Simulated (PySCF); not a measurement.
Compound: fluorocyanoacetylene, C3FN.
SMILES with atom numbers: `[N:1]#[C:2][C:3]#[C:4][F:5]`

The same species was optimised twice, with GFN2-xTB and with PBE0-D3(BJ)/def2-SVP (PySCF), and the same property calculations (PySCF, gas phase) were run on both structures.

| coordinate | GFN2-xTB | PBE0-D3(BJ)/def2-SVP | change |
| --- | --- | --- | --- |
| N1≡C2 (Å) | 1.147 | 1.162 | +0.015 |
| C4–F5 (Å) | 1.272 | 1.259 | -0.013 |
| C2–C3 (Å) | 1.362 | 1.375 | +0.013 |
| C3≡C4 (Å) | 1.203 | 1.208 | +0.005 |
| C3–C4–F5 (°) | 180.0 | 179.8 | -0.2 |
| N1–C2–C3 (°) | 180.0 | 179.9 | -0.1 |
| C2–C3–C4 (°) | 179.9 | 179.9 | 0.0 |

Rotational constants: B = 2081 MHz (linear) (GFN2-xTB) against B = 2065 MHz (linear) (PBE0-D3(BJ)/def2-SVP). Point groups within 0.08 Å: C∞v and C∞v.

On the GFN2-xTB structure: HOMO (eV) -9.00 [PBE0/pcSseg-1]; LUMO (eV) -1.29 [PBE0/pcSseg-1]; dipole (D) 3.44 [PBE0/pcSseg-1]; GIAO shielding of N1 (ppm) -37.9 [PBE0/pcSseg-1]; GIAO shielding of C2 (ppm) 77.7 [PBE0/pcSseg-1]; GIAO shielding of C3 (ppm) 175.4 [PBE0/pcSseg-1]; GIAO shielding of C4 (ppm) 93.5 [PBE0/pcSseg-1]; GIAO shielding of F5 (ppm) 380.4 [PBE0/pcSseg-1].

Problem. What do these properties become on the PBE0-D3(BJ)/def2-SVP structure?

Solution. 
```tsv
property	level	on GFN2-xTB	on PBE0-D3(BJ)/def2-SVP	change
HOMO (eV)	PBE0/pcSseg-1	-9.00	-8.95	+0.05
LUMO (eV)	PBE0/pcSseg-1	-1.29	-1.32	-0.03
dipole (D)	PBE0/pcSseg-1	3.44	3.56	+0.12
energy, GFN2-xTB geometry as zero (kcal/mol)	PBE0/pcSseg-1	0.0	-0.1	-0.1
GIAO shielding of N1 (ppm)	PBE0/pcSseg-1	-37.9	-43.2	-5.3
GIAO shielding of C2 (ppm)	PBE0/pcSseg-1	77.7	75.0	-2.7
GIAO shielding of C3 (ppm)	PBE0/pcSseg-1	175.4	175.4	0.0
GIAO shielding of C4 (ppm)	PBE0/pcSseg-1	93.5	95.0	+1.5
GIAO shielding of F5 (ppm)	PBE0/pcSseg-1	380.4	384.1	+3.7
```

The heavy atoms differ by 0.011 Å rms after alignment. Among all bonds N1≡C2 changes most (+0.015 Å). Changes are differences of the printed values. Neither structure is proved a minimum here.
